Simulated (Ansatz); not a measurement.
# Mg2− (quartet): from Hartree-Fock to the top rungs at distance Mg1–Mg2 = 2.707 Å, aug-cc-pVDZ

Aim: climb from Hartree-Fock through coupled cluster and multireference methods for Mg2− (quartet) at one geometry and basis, and see what each rung misses.

Program: Ansatz 0.2.0, Gaussian basis. Level of theory: aug-cc-pVDZ, core rule «outside noble gas», up to 10 orbitals frozen. These are calculated values, not measurements.

Plan: UHF; CCSD(T) on ROHF; CCSD(T) on UHF; BCCD(T) on ROHF; CISD; CCSDT(Q) on ROHF; CCSDT(Q) on UHF; CASSCF and MRCISD+Q, 5 electrons in 5 orbitals; CASSCF and NEVPT2, 5 electrons in 5 orbitals; CASSCF and MRCISD+Q, 5 electrons in 8 orbitals; CASSCF and NEVPT2, 5 electrons in 8 orbitals; Full CI.

36 further runs of the same task are left out: 12 for a known fault of the program, 23 that didn't finish, 1 set aside as unsound or not needed.

## (1) The system

The geometry derives from a PBE0/def2-TZVPD stationary point (not a proven minimum). One bond is set to the value named and the two fragments are kept rigid.

2 atoms, charge -1, spin multiplicity 4.

Atoms are counted from 1 here; the program's logs count them from 0.

Bond lengths: Mg1–Mg2 2.707 Å.

## (2) UHF

File in.yaml:

```yaml
crystal:
  periodic: [false, false, false]
  atoms:
    - {symbol: Mg, position_ang: [0.000000, 0.000000, 0.000000]}
    - {symbol: Mg, position_ang: [0.000000, 0.000000, 2.706600]}
basis:
  gaussian: {orbitals: aug-cc-pVDZ}
total_charge: -1
magnetization: {spin_polarized: true, initial_magnetization: 3}
hamiltonian: {xc: hf}
output: {orbitals: {seedname: orbitals}}
```

Launch:

```sh
ansatz run in.yaml --threads 1 --pin off --events-out ev --progress --plain --max-ram 2393MiB
```

After this run come: CCSD(T) on ROHF; CCSD(T) on UHF; BCCD(T) on ROHF; CISD; CCSDT(Q) on ROHF; CCSDT(Q) on UHF; CASSCF and MRCISD+Q, 5 electrons in 5 orbitals; CASSCF and NEVPT2, 5 electrons in 5 orbitals; CASSCF and MRCISD+Q, 5 electrons in 8 orbitals; CASSCF and NEVPT2, 5 electrons in 8 orbitals; Full CI.

Before running them: what should the planned runs give, taken together? Wanted: UCCSDT(Q) below the RHF energy; RMP2 from UCCSDT(Q); UMP2 from UCCSDT(Q); RCCSD from UCCSDT(Q); RCCSD(T) from UCCSDT(Q); UCCSD(T) from UCCSDT(Q); RCCSDT(Q) from UCCSDT(Q); NEVPT2 pair from UCCSDT(Q); MRCISD+Q pair from UCCSDT(Q).

The runs gave:

| quantity | value |
| --- | --- |
| UCCSDT(Q) below the RHF energy | -2.0074 eV |
| RMP2 from UCCSDT(Q) | +13.42 kcal/mol |
| UMP2 from UCCSDT(Q) | +17.16 kcal/mol |
| RCCSD from UCCSDT(Q) | +4.91 kcal/mol |
| RCCSD(T) from UCCSDT(Q) | +1.36 kcal/mol |
| UCCSD(T) from UCCSDT(Q) | +1.57 kcal/mol |
| RCCSDT(Q) from UCCSDT(Q) | +0.01 kcal/mol |
| NEVPT2 pair from UCCSDT(Q) | +14.75 kcal/mol |
| MRCISD+Q pair from UCCSDT(Q) | +1.46 kcal/mol |
| NEVPT2 valence from UCCSDT(Q) | +7.92 kcal/mol |
| levels within 1 kcal/mol (43 meV) | RCCSDT, UCCSDT, RCCSDT(Q), MRCISD+Q valence |
| T1 diagnostic | 0.039 |
| effectively unpaired electrons | 3.08 |

In words: RCCSD(T) misses by +1.36 kcal/mol, 2.9 % of the correlation energy. One determinant dominates. Of the multireference levels listed MRCISD+Q valence comes nearest in total energy (-0.11 kcal/mol), which doesn't show that its space is the better one. Coupled cluster took another determinant than the lowest Hartree-Fock one. These misses are within one basis, not against nature; the frozen cores of restricted and unrestricted runs differ, which can shift their rows.
